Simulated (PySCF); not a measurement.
Scan of H2P, doublet: symmetric bend, bond length relaxed. Scanned: H-P-H angle. Other coordinates (P-H bond length) were minimised at B3LYP/def2-TZVP. Each profile is relative to its own lowest point.

| a / ° | A | B | C |
|---|---|---|---|
| 180 | 286.1 | — | — |
| 167 | 263.0 | 305.8 | 305.9 |
| 157 | 220.2 | 244.5 | 251.0 |
| 147 | 168.9 | 184.2 | 188.0 |
| 137 | 118.8 | 127.5 | 129.1 |
| 127 | 75.0 | 78.7 | 78.7 |
| 117 | 39.9 | 40.1 | 39.3 |
| 107 | 15.0 | 13.4 | 12.7 |
| 97 | 1.4 | 0.0 | 0.0 |
| 87 | 0.0 | 0.9 | 2.6 |
| 77 | 11.5 | 17.2 | 21.5 |
| 67 | 36.2 | 49.2 | 56.9 |
| 60 | 60.8 | 80.6 | 90.7 |

Energies in kJ/mol.

Problem. Which curve belongs to which method? The methods are unrestricted PBE/def2-TZVP run with PySCF; PySCF with UHF/def2-TZVP; PySCF with unrestricted MP2 (frozen core)/6-31G*, spherical d.

Solution. A is PBE; B is UMP2/6-31G*; C is UHF.

A dash means that the run gave no value there, or that the column was ended at a point which the program doubted or which failed a test of continuity chosen for this set; such a test can also cut sound points.

The unrestricted determinant behind UHF is spin-contaminated on part of the scan (<S²> up to 1.3, against 0.75 for the pure state).
